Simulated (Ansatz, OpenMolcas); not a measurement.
**How methods differ on BNH4 (BH2(NH2))**

BNH4 has 6 atoms, charge 0, and is taken as a singlet. SMILES: `[H]B([H])N`. Geometry: relaxed at GFN2-xTB.

```xyz
6

B     0.3419    0.5951    0.0037
H     1.3301    0.6743    0.6274
H    -0.0786    1.4968   -0.6141
N    -0.3454   -0.5987   -0.0039
H    -1.1993   -0.7506   -0.5151
H    -0.0488   -1.4170    0.5020
```

Quantity: the vertical ionisation energy (to the doublet cation), in eV. The values are calculated.

| level | kind | program | value (eV) | less FCI/STO-3G | CPU time (all runs) |
| --- | --- | --- | --- | --- | --- |
| HF/STO-3G | Hartree–Fock | Ansatz | 8.23 | -0.74 | 0.14 s |
| HF/STO-3G, open shells restricted | Hartree–Fock | OpenMolcas | 8.31 | -0.66 | 3.9 s |
| PBE/STO-3G | GGA | OpenMolcas | 10.13 | +1.16 | 18 s |
| r2SCAN/STO-3G | meta-GGA | Ansatz | 10.09 | +1.12 | 8.6 s |
| CAM-B3LYP/STO-3G | range-separated hybrid | Ansatz | 10.07 | +1.10 | 2.8 s |
| RPA@PBE/STO-3G | RPA | Ansatz | 9.10 | +0.13 | 4.8 s |
| MP2/STO-3G | perturbation theory | Ansatz | 8.87 | -0.10 | 0.16 s |
| CCSDT/STO-3G | coupled cluster or CI | Ansatz | 8.98 | +0.01 | 0.83 s |
| FCI/STO-3G | exact in the basis | Ansatz | 8.97 | 0.00 | 9.4 s |

FCI/STO-3G is exact within its basis and frozen core, so for wave-function methods in that basis the difference is their error; functionals converge differently with the basis, so for them it is only a difference. The values span 8.23 to 10.13 eV. All rows use very small basis sets, so even the best lies far from the true value. CPU times are rough (shared hosts, several kinds of processor): they show what a rung costs within a factor of a few.
